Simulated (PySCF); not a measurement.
# Neon: a sound run and one with changed settings

Sound run: Ne [Ne], Ne⁺ [He] 2s2 2p5. All numbers are calculated (PySCF 2.14, no relativity, point nucleus, in cc-pVDZ (3s2p1d, 14 functions)). The sound run starts from symmetry-adapted Hartree-Fock orbitals and uses a fine grid where one is needed.

Changed run: radial step 0.5 in ln r (0.13 in the sound run). This setting is unsound on purpose.

```tsv
species	method	sound run (hartree)	changed run (hartree)	converged
Ne	UHF	-128.48878	-128.48878	yes
Ne	TPSS	-128.91094	-128.90744	yes
Ne	r2SCAN	-128.86676	-128.87366	yes
Ne⁺	UHF	-127.76598	-127.76598	yes
Ne⁺	TPSS	-128.13611	-128.12884	yes
Ne⁺	r2SCAN	-128.08614	-128.09142	yes
```

Ionisation energy of Ne:

| method | sound run (eV) | changed run (eV) |
| --- | --- | --- |
| UHF | 19.668 | 19.668 |
| TPSS | 21.084 | 21.187 |
| r2SCAN | 21.242 | 21.286 |

A coarse radial grid mis-integrates the density and the exchange-correlation energy, with errors of either sign; Hartree-Fock needs no grid.

For comparison, NIST gives 21.565 eV between the lowest levels.
